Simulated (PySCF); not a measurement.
tetrafluoromethane cation (CF4), SMILES FC(F)(F)F (connectivity only; charge and spin as stated), charge +1, multiplicity 2. Atoms are numbered in the order given.

```xyz
5

F      0.7744    -0.7744     0.7364
C      0.0000     0.0000     0.0000
F      0.7744     0.7744    -0.7364
F     -0.7744    -0.7744    -0.7364
F     -0.7744     0.7744     0.7364
```
Charge +1, spin multiplicity 2.

Geometry: B3LYP-D3(BJ)/def2-SVP. A frequency run showed that this geometry is not a minimum. The multiplicity is an assumed one; other spin states were not compared.

Two levels are set side by side: PBE/pcH-1 (PySCF) and B3LYP/pcH-1 (PySCF). Contact hyperfine couplings, same geometry. Differences are taken from unrounded values.

```tsv
quantity	PBE
A(iso) of 19F, atom F1 (MHz)	20.6
A(iso) of 13C, atom C2 (MHz)	-27.0
A(iso) of 19F, atom F3 (MHz)	20.6
A(iso) of 19F, atom F4 (MHz)	20.6
A(iso) of 19F, atom F5 (MHz)	20.6
```

**Question.** These are the PBE values. What does B3LYP give? (Estimate from the structure and the level; the computed values follow.)

**Answer.** 
```csv
quantity,B3LYP,PBE minus B3LYP
"A(iso) of 19F, atom F1 (MHz)",75.4,-54.7
"A(iso) of 13C, atom C2 (MHz)",-29.9,2.9
"A(iso) of 19F, atom F3 (MHz)",75.4,-54.7
"A(iso) of 19F, atom F4 (MHz)",75.4,-54.7
"A(iso) of 19F, atom F5 (MHz)",75.4,-54.7
```

Rough cost on one machine, each run with all the roots and properties that it gave: B3LYP against PBE about 3 times.
